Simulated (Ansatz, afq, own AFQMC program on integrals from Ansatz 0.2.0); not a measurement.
Two steps: Ansatz 0.2.0 writes the Fock matrix and Cholesky factors of the valence space, and afq projects on them the lowest state that overlaps trial and start.

```yaml
crystal:
  periodic: [false, false, false]
  atoms:
    - {symbol: N, position_ang: [0.000000, 0.000000, 0.000000]}
    - {symbol: H, position_ang: [1.024021, 0.013755, -0.000070]}
    - {symbol: H, position_ang: [-0.523923, 0.879946, -0.002762]}
    - {symbol: H, position_ang: [-0.500098, -0.893701, 0.002832]}
basis:
  gaussian: {orbitals: 6-31G}
total_charge: 1
magnetization: {spin_polarized: true, initial_magnetization: 3}
correlation: {method: ccsd_t, electrons: outside_noble_gas, hamiltonian_folder: ham}
```

```sh
$ ansatz run in.yaml --threads 1 --pin off --events-out ev --progress --plain --max-ram 1843MiB
```

Options of the walk:

```
--method phaseless --trial cisd --walkers 200 --populations 1 --least-time 40 --time-step 0.005 --steps-per-block 50 --equilibration-blocks 28 --max-blocks 300 --target-error 0.00032 --factor-cut 1e-05 --start spin_pure --seed 9623 --release-times 0.24,0.51,0.99,1.62,2.4 --release-step 0.03 --release-every 4 --taylor-order 6
```

Times are imaginary, in 1/Eh. The walk had a cap of 449 s.

afq prints:

```
orbitals 14  electrons 5 2  factors 85 of 228
reference energy -55.32880091 Eh
CCSD correlation -0.08455257 Eh in 13 cycles, weight of the determinant in the CISD state 0.8907
energy of the start -55.413302 Eh
 block  time / (1/Eh)  mean weight  energy / Eh
     1     0.250  0.9994  -55.413115
     2     0.500  0.9998  -55.413577
     3     0.750  0.9992  -55.413624
     4     1.000  0.9999  -55.413856
     5     1.250  0.9996  -55.414029
    10     2.500  1.0003  -55.416019
    29     7.250  0.9998  -55.415324
    49    12.250  0.9999  -55.416124
    69    17.250  0.9998  -55.417164
    89    22.250  1.0002  -55.414571
    97    24.250  0.9987  -55.419637
   109    27.250  0.9998  -55.415853
   129    32.250  1.0004  -55.416629
   149    37.250  0.9997  -55.418839
   169    42.250  0.9991  -55.412512
   185    46.250  1.0010  -55.415738
blocks merged  error / Eh  count
     1  0.000108  160
     2  0.000126  80
     4  0.000145  40
     8  0.000173  20
    16  0.000166  10
released: time / (1/Eh)  energy / Eh  error  mean overlap
  0.24  -55.416111  0.000236  1.0001
  0.51  -55.416083  0.000191  1.0009
  0.99  -55.416147  0.000221  1.0055
  1.62  -55.416312  0.000183  1.0045
  2.40  -55.416280  0.000264  1.0100
energy -55.415858 +/- 0.000173 Eh
(rows thinned)
```

The run passed its tests (sampling time, drift between the halves within three errors, error under three times the target), which doesn't prove that it has relaxed. The second half of the sampling lies above the first by 2.5 errors of their difference, so the energy may still be moving and its error bar be too small.

Against this walk (error 4.7 meV) on the same determinant: CCSD(T) 16.2 meV higher, full CI 25.7 meV lower. The error is statistical and leaves out the bias of the constraint. Released to 2.40 1/Eh the energy moves by -11 ± 9 meV (both errors), within twice the noise. Full CI is exact here, so the walk's 26 meV above it is the walk's own error: the bias of the constraint with this trial, or a walk that hasn't relaxed.

Cautions: constraint bias not in the error; another spin lies lower (by 14.87 eV); strong correlation (T1 0.057, weight of the determinant 0.89, largest double 0.15).

The walk took 86 s on 1 thread of Arm Neoverse V1, on a shared host. The log's last line is the phaseless energy.

A walk keeps the symmetry of its determinant, which the program's search chose and which needn't be the lowest solution, so a lower state of the same spin and another symmetry isn't excluded.
